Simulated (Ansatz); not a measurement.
AlBFH₃, SMILES `F[BH][AlH2]`. Total charge 0; spin multiplicity 1.

```xyz
6

F    -1.168   -0.940   -1.509
B    -1.010   -0.380   -0.314
Al    0.920    0.358    0.316
H    -2.022   -0.332    0.347
H     1.347    1.868    0.045
H     1.932   -0.575    1.116
```

Problem. Give the diagnostics of a CCSD(T)/def2-TZVPP run (frozen core, the Gaussian-basis code of Ansatz). (An estimate is asked.)

Solution. Ansatz gave: T1 = 0.0135, largest single amplitude 0.034, largest double 0.034, (T) share of the correlation energy 2.8 %, 10 CCSD cycles. The RHF solution is stable towards an unrestricted one. T1 lies under the customary mark of 0.02 for closed shells.
